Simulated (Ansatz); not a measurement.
Results of PBE-D3(BJ) in Ansatz (PAW) for fluorite CdF2.

Numerical settings: plane-wave cutoff 520 eV, 12×12×12 k mesh, Fermi–Dirac smearing 0.01 eV, scalar-relativistic PAW data made under PBE.

Computed points:

| V (Å³/atom) | E − E_lowest (meV/atom) | P (GPa) |
|---|---|---|
| 12.646 | 16.82 | 7.09 |
| 12.915 | 7.17 | 4.45 |
| 13.184 | 1.72 | 2.09 |
| 13.453 | 0.00 | 0.00 |
| 13.722 | 1.60 | -1.87 |
| 13.991 | 6.17 | -3.53 |
| 14.260 | 13.37 | -5.01 |

**Question.** Estimate the bulk modulus from the pressures at 13.184 and 13.722 Å³/atom, and compare it with a fit to all energies.

**Answer.** B = −V dP/dV. Between V = 13.184 and 13.722 Å³/atom, dP/dV = (-1.87 − (2.09))/(13.722 − 13.184) = -7.36 GPa per Å³/atom; at the midpoint 13.453 Å³/atom this gives B ≈ 99.0 GPa. The third-order Birch–Murnaghan fit gives V0 = 13.453 Å³/atom, B0 = 98.9 GPa, B′ = 4.8, which lies within 1 % of that estimate.

Ansatz is a quantum-chemistry and plane-wave program.
